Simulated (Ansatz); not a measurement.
Chalcopyrite ZnSnAs2, treated with PBEsol-D3(BJ) in Ansatz (PAW).

Run with plane-wave cutoff 520 eV, 8×8×8 k mesh, Fermi–Dirac smearing 0.01 eV, scalar-relativistic PAW data made under PBE.

Computed at the level's own relaxed cell.

Problem. Give the computed volume per atom, band gap, pressure derivative B′ of the bulk modulus, bulk modulus and lattice parameter a.

Solution. 
- volume per atom: 24.21 Å³/atom
- band gap: 0.03 eV
- pressure derivative B′ of the bulk modulus: 4.7
- bulk modulus: 66.4 GPa
- lattice parameter a: 5.776 Å

Measured, for comparison: band gap 0.75 eV (temperature not stated, not corrected to a static lattice, direct or pseudo-direct at Γ, our sources range from 0.65 to 0.75; as tabulated in Ghosh et al. (2024), arXiv:2401.16805).

Note: the bulk modulus comes from volumes at which shape and atoms were relaxed.

Spin–orbit coupling is not included; it can close the smallest gap of 0.03 eV.

Computed values are for the static lattice.

Ansatz is a quantum-chemistry and plane-wave program.
